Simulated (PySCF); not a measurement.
HBS: bending curve

Method: PySCF, PBE0, basis B def2-TZVP, S def2-TZVP, H def2-TZVP (no relativity, density fitting).

Rigid scan from the singlet minimum (B–H 1.175 Å, B–S 1.598 Å; H–B–S 180.0°). Coordinate: the S–B–H angle, bonds fixed. Energies in kJ/mol from the minimum.

Question: Predict the curve at 80, 90, 100, 110, 120, 130, 140, 150, 160, 170, 180.

Answer: 
| bond angle (°) | E (kJ/mol) | dipole size (D) |
| --- | --- | --- |
| 80 | 292.7 | 0.59 |
| 90 | 243.7 | 0.23 |
| 100 | 195.2 | 0.59 |
| 110 | 150.4 | 0.88 |
| 120 | 110.8 | 1.08 |
| 130 | 77.1 | 1.21 |
| 140 | 49.4 | 1.30 |
| 150 | 27.8 | 1.36 |
| 160 | 12.4 | 1.39 |
| 170 | 3.1 | 1.41 |
| 180 | 0.0 | 1.42 |
